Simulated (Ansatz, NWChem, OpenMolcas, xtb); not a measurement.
## Worked example: AlH3 → AlH + H2

Species: AlH3 `[AlH3]`, singlet; AlH, singlet; H2 (hydrogen), singlet. 

Shapes, held fixed at every level: PBE0-D4/def2-TZVP. Programs: NWChem 7.3.0, OpenMolcas 26.06, xtb 6.7.1. A level may come from different programs for different species; with the same settings they agree closely. The zero-point and thermal change to 298 K, harmonic and unscaled (PBE0-D4/def2-TZVP), is -5.3 kJ/mol.

At B3LYP/6-31G* (Cartesian functions); 1 Eh = 2625.50 kJ/mol:

| species | energy (Eh) |
| --- | --- |
| AlH3 | -244.204651 |
| AlH | -242.983004 |
| H2 | -1.175475 |

Q: Work out ΔH(298 K) of the reaction at this level.

A: 
1. Products less reactants: (-242.983004) + (-1.175475) − [(-244.204651)] = 0.046172 Eh = +121.2 kJ/mol.
2. With the thermal change: +121.2 + (-5.3) = +115.9 kJ/mol.

Other levels give +20.5 (CASSCF(2,2)/3-21G) to +261.8 kJ/mol (HF/STO-3G). No measured value is set beside it here.
